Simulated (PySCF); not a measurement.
From one molecule to another.

First species: 2-methyl-1-penten-3-yne, C6H8.
InChI=1S/C6H8/c1-4-5-6(2)3/h2H2,1,3H3

Second species: C₆H₁₀.
Atom-mapped SMILES: `[CH3:1][CH2:2][C@@H:3]1[C@H:4]2[CH2:5][C@@H:6]12` (hydrogens: H7, H8, H9 on C1; H10, H11 on C2; H12 on C3; H13 on C4; H14, H15 on C5; H16 on C6)

Levels: PBE0/def2-SVPD for dipole moment, HOMO energy, LUMO energy, HOMO–LUMO gap, static isotropic polarisability and electronic spatial extent ⟨r²⟩ about the centre of nuclear charge; TDDFT PBE0/def2-SVPD for lowest singlet excitation; TDA PBE0/def2-SVPD for lowest triplet excitation (Tamm–Dancoff); GFN2-xTB for rotational constant A and rotational constant C. Geometries: GFN2-xTB. Each structure is a single optimised conformer of the isolated species, non-relativistic unless stated; the electronic structure was computed with PySCF and density fitting.

Dipoles, sizes and rotational constants follow the conformer. The torsions of the flexible species, by atom-mapped SMILES:
- `[CH3:1][CH2:2][C@@H:3]1[C@H:4]2[CH2:5][C@@H:6]12`: C1–C2–C3–C4 154°

Values for the first species:

| Property | Result |
| --- | --- |
| Dipole moment | 0.72 D |
| HOMO energy | -6.60 eV |
| LUMO energy | -0.42 eV |
| HOMO–LUMO gap | 6.18 eV |
| Lowest singlet excitation | 5.34 eV |
| Lowest triplet excitation (Tamm–Dancoff) | 3.48 eV |
| Static isotropic polarisability | 76.0 au |
| Electronic spatial extent ⟨r²⟩ about the centre of nuclear charge | 811 bohr² |
| Rotational constant A | 8.912 GHz |
| Rotational constant C | 1.517 GHz |

(1) Estimate the same properties for the second species, and the change in each.

Results:

(1) 
| property | first | second | second less first |
| --- | --- | --- | --- |
| dipole moment | 0.72 D | 0.60 D | -0.12 D |
| HOMO energy | -6.60 eV | -7.08 eV | -0.48 eV |
| LUMO energy | -0.42 eV | 0.98 eV | +1.40 eV |
| HOMO–LUMO gap | 6.18 eV | 8.06 eV | +1.88 eV |
| lowest singlet excitation | 5.34 eV | 7.03 eV | +1.69 eV |
| lowest triplet excitation (Tamm–Dancoff) | 3.48 eV | 6.77 eV | +3.29 eV |
| static isotropic polarisability | 76.0 au | 67.3 au | -8.7 au |
| electronic spatial extent ⟨r²⟩ about the centre of nuclear charge | 811 bohr² | 675 bohr² | -136 bohr² |
| rotational constant A | 8.912 GHz | 10.851 GHz | +1.939 GHz |
| rotational constant C | 1.517 GHz | 2.012 GHz | +0.495 GHz |

On the first: The principal polarisabilities are 50.2, 67.8 and 110.1 au; their mean is the isotropic value. The 6 singlets span 5.34 to 6.96 eV, and their oscillator strengths add up to 0.33.

On the second: In wavenumbers S1 is 56700 cm⁻¹ (1 eV = 8065.54 cm⁻¹). The principal polarisabilities are 60.0, 62.1 and 79.7 au; their mean is the isotropic value.
